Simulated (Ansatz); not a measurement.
Cost and result for the atomization energy of H3NSi, SMILES `N[SiH]` (5 atoms, 4 bonds).

Charge 0, multiplicity 1. The structure was optimised at the PBE0-D4/def2-TZVP level. Program: Ansatz. All runs use 2 threads of an AMD EPYC 7R13 on a shared host. Times are those of one run each, without the atoms' runs, and a repeat can differ threefold. Electronic energies, without spin–orbit coupling; frozen cores. CCSD(T)/CBS extrapolates def2-TZVPP and def2-QZVPP, and its time is that of the two runs behind it. T1 = 0.015; the RHF reference is unstable towards UHF. B3LYP takes the VWN-RPA correlation (the form of Gaussian; ORCA's B3LYP/G). HSE06 is the plane-wave form, built on full-range PBE exchange.

CCSD(T)/CBS is a level of theory with its own doubt, some kJ/mol a heavy atom from the limit and from the frozen cores, so smaller differences don't rank the functionals.

| level | functions | wall time |
| --- | --- | --- |
| CCSD(T)/def2-SVP | 47 | 0.61 s |
| HSE06-D4/def2-TZVPP | 115 | 0.85 s |
| PBE-D4/def2-TZVPP (with forces) | 115 | 1 s |
| B3LYP-D4/def2-TZVPP (with forces) | 115 | 1 s |
| CAM-B3LYP-D4/def2-TZVPP | 115 | 1.2 s |
| r2SCANh-D4/def2-TZVPP | 115 | 1.5 s |
| r2SCAN-D4/def2-TZVPP (with forces) | 115 | 1.6 s |
| PBE-QIDH/def2-TZVPP | 115 | 1.6 s |
| ωB97X-V/def2-TZVPP | 115 | 2.4 s |
| ωB97M-V/def2-TZVPP (with forces) | 115 | 2.8 s |
| CCSD(T)/def2-TZVPP | 115 | 4.5 s |
| CCSD(T)/def2-QZVPP | 217 | 30 s |
| CCSD(T)/CBS(def2) | – | 35 s |

Q: What atomization energy does each give, and how far from CCSD(T)/CBS? (Best estimate.)

A: Computed: 
| level | atomization (kcal/mol) | difference from CCSD(T)/CBS | per bond |
| --- | --- | --- | --- |
| CCSD(T)/def2-SVP | 335.9 | -31.8 | -7.9 |
| HSE06-D4/def2-TZVPP | 363.3 | -4.4 | -1.1 |
| PBE-D4/def2-TZVPP (with forces) | 371.9 | 4.2 | 1.1 |
| B3LYP-D4/def2-TZVPP (with forces) | 370.7 | 3.0 | 0.8 |
| CAM-B3LYP-D4/def2-TZVPP | 370.9 | 3.2 | 0.8 |
| r2SCANh-D4/def2-TZVPP | 359.9 | -7.8 | -1.9 |
| r2SCAN-D4/def2-TZVPP (with forces) | 362.7 | -5.0 | -1.2 |
| PBE-QIDH/def2-TZVPP | 358.2 | -9.5 | -2.4 |
| ωB97X-V/def2-TZVPP | 370.0 | 2.3 | 0.6 |
| ωB97M-V/def2-TZVPP (with forces) | 371.6 | 3.9 | 1.0 |
| CCSD(T)/def2-TZVPP | 355.3 | -12.4 | -3.1 |
| CCSD(T)/def2-QZVPP | 362.8 | -4.9 | -1.2 |
| CCSD(T)/CBS(def2) | 367.7 | 0.0 | 0.0 |

From r2SCAN to r2SCAN0 (25 % exact exchange), in def2-TZVPP and without D4, the atomization energy moves by −6.8 kcal/mol: exact exchange takes away binding that semilocal exchange gives to molecules. The D4 term adds +2.3 kcal/mol with B3LYP and +1.2 kcal/mol with PBE0; it sums over pairs of atoms, weighted by their polarisabilities, and B3LYP, whose exchange is more repulsive, gets the larger term. At CCSD(T), def2-SVP lies −31.8 kcal/mol from the extrapolated value and def2-TZVPP −12.4 kcal/mol: correlation converges slowly with the basis, and small sets miss more of it in the bonded molecule than in its fragments.
